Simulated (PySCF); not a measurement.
# Basis-set dependence of O₂⁺ at r²SCAN

PySCF, UKS reference; doublet, unpaired electrons π ↑; De to O⁺ + O without counterpoise correction.

| basis | relativity | functions | Re (Å) | ωe (cm⁻¹) | De (eV) |
| --- | --- | --- | --- | --- | --- |
| 6-31G(d,p) | no relativity | 28 | 1.123 | 2033 | 6.67 |
| 6-311G(d,p) | no relativity | 36 | 1.109 | 2051 | 6.65 |
| def2-TZVPPD | no relativity | 80 | 1.109 | 2025 | 6.86 |

Question: How does each smaller set differ from the one with most functions, def2-TZVPPD?

Answer: 6-31G(d,p): +1.4 pm, +0.4 % in ωe, -0.19 eV in De; 6-311G(d,p): +0.0 pm, +1.3 % in ωe, -0.21 eV in De. All at r²SCAN; the set with most functions is neither the basis-set limit nor always the best.

The state is the lowest determinant that a PBE0 search found; another state may lie lower at other levels.
